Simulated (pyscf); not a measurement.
**Elimination: `[OH][SiH2][O][SiH2][OH]` → `[O]=[SiH2]` + `[OH][SiH2][OH]`**

Gas phase, singlet surface, charge 0. Bonds broken: O1–H6, Si2–O3. Bonds formed: O3–H6. Optimised with ωB97X-D3(BJ)/def2-SVP in PySCF.

Transition state (Å):

```xyz
11

O      1.7964    -0.7681     2.3753
Si     0.4071    -1.0084     1.6806
O      1.0032     0.2171     0.3632
Si     0.4357     1.6288    -0.4131
O      1.4504     2.0438    -1.6412
H      1.7984     0.1674     1.0605
H     -0.8588    -0.3852     2.1639
H      0.0814    -2.2377     0.9085
H      0.4512     2.7462     0.5508
H     -0.9200     1.2382    -0.8703
H      1.5391     1.4545    -2.3976
```

One imaginary mode, 463i cm⁻¹; descent along it reached the two sides named, in the forms told below.

```tsv
bond	change	reactant side (Å)	saddle	product side
O1–H6	breaks	0.961	1.614	2.362
Si2–O3	breaks	1.650	1.896	1.956
O3–H6	forms	3.0	1.059	0.978
```

Electronic energies relative to the reactant's lowest minimum found (kJ/mol):

```json
[
 {"level": "ωB97X-D3(BJ)/def2-TZVP", "barrier": "248.8", "reaction energy": "+330.3", "reverse barrier": "-81.5"},
 {"level": "PBE/def2-TZVP", "barrier": "213.5", "reaction energy": "+282.1", "reverse barrier": "-68.6"},
 {"level": "r²SCAN/def2-TZVP", "barrier": "234.5", "reaction energy": "+314.0", "reverse barrier": "-79.5"},
 {"level": "B3LYP-D3(BJ)/def2-TZVP", "barrier": "236.0", "reaction energy": "+308.0", "reverse barrier": "-72.1"},
 {"level": "PBE0-D3(BJ)/def2-TZVP", "barrier": "236.3", "reaction energy": "+319.6", "reverse barrier": "-83.3"},
 {"level": "M06-2X/def2-TZVP", "barrier": "251.3", "reaction energy": "+336.1", "reverse barrier": "-84.7"},
 {"level": "ωB97M-D3(BJ)/def2-TZVP", "barrier": "240.5", "reaction energy": "+314.8", "reverse barrier": "-74.3"},
 {"level": "HF/def2-TZVP", "barrier": "284.6", "reaction energy": "+333.7", "reverse barrier": "-49.1"}
]
```

With ωB97M-D3(BJ)/def2-TZVP energies and thermal terms (ideal gas, 1 atm, RRHO with modes under 100 cm⁻¹ raised to 100, one conformer, R ln 2 for chiral ones without a mode under 150 cm⁻¹), in kJ/mol:

```tsv
T (K)	ΔH‡	ΔG‡	ΔH	ΔG
298	229.6	229.6	+303.9	+254.6
600	227.6	230.4	+301.7	+205.3
900	225.5	232.2	+297.8	+157.9
1200	223.7	234.7	+293.4	+111.8
```

On the product side the descent ends in an adduct with a O–Si contact, 94.9 kJ/mol under the separated species and 13.4 kJ/mol under the saddle at ωB97X-D3(BJ)/def2-TZVP. At ωB97X-D3(BJ)/def2-TZVP, PBE, r²SCAN, B3LYP-D3(BJ), PBE0-D3(BJ), M06-2X, ωB97M-D3(BJ)/def2-TZVP, HF the saddle lies under the separated products, which points to a path from their complex (located at ωB97X-D3(BJ) alone), and parting the products costs more than the saddle. What is counted as broken (O–Si) persists as a longer contact in the product adduct; parting that adduct is a step of its own. The same reactants have a lower exit, to cyclic H₄O₂Si₂ (SMILES O1[SiH2]O[SiH2]1) + H₂O (barrier +175.2 kJ/mol at ωB97M-D3(BJ)/def2-TZVP, against +240.5 kJ/mol here). This is the saddle that the search found; another between the same sides may lie lower.
